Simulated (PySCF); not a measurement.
# Mayer bond orders and bond lengths

Compound: ethynyl isothiocyanate, C3HNS.
Numbering: `[CH:1]#[C:2][N:3]=[C:4]=[S:5]` (hydrogens: H6 on C1)

Bond orders from the PBE0/pcSseg-2 density (PySCF). Geometry: PBE0-D3(BJ)/def2-TZVP; no solvent, vibrations or thermal averaging.

(1) How far do the computed orders between heavy atoms stray from the drawn ones?

(2) Give the Mayer order of every bond, beside its length.

Results:

(1) The largest departure is 0.542, at C1–C2 (drawn triple, 2.458). Drawn single, order above 1.12: C2–N3 (1.280). Drawn double or triple, more than 0.30 short of the drawn order: C1–C2 (2.458).

(2) 
| bond | drawn as | length (Å) | Mayer order |
| --- | --- | --- | --- |
| C1–C2 | triple | 1.204 | 2.458 |
| C2–N3 | single | 1.287 | 1.280 |
| N3–C4 | double | 1.187 | 2.034 |
| C4–S5 | double | 1.563 | 2.044 |
| C1–H6 | single | 1.063 | 1.099 |

Bonds between the same two heavy elements. C–N: lowest C2–N3 (1.280, 1.287 Å), highest N3–C4 (2.034, 1.187 Å).

Question: Sum the orders of all bonds at each heavy atom with more than one neighbour and set the sums beside the valence in the SMILES.

Answer: C1 3.557 (drawn 4), C2 3.738 (drawn 4), N3 3.314 (drawn 3), C4 4.078 (drawn 4). Orders between atoms that aren't bonded are not in these sums.

Mayer orders depend on the basis set.

The run behind these numbers computed NMR shieldings as well. On one thread, Intel Xeon Platinum 8488C (x86_64), no GPU, on a shared host, this took 18 s wall (with the writing of density and orbital grids) and 0.76 GiB of memory at its peak.
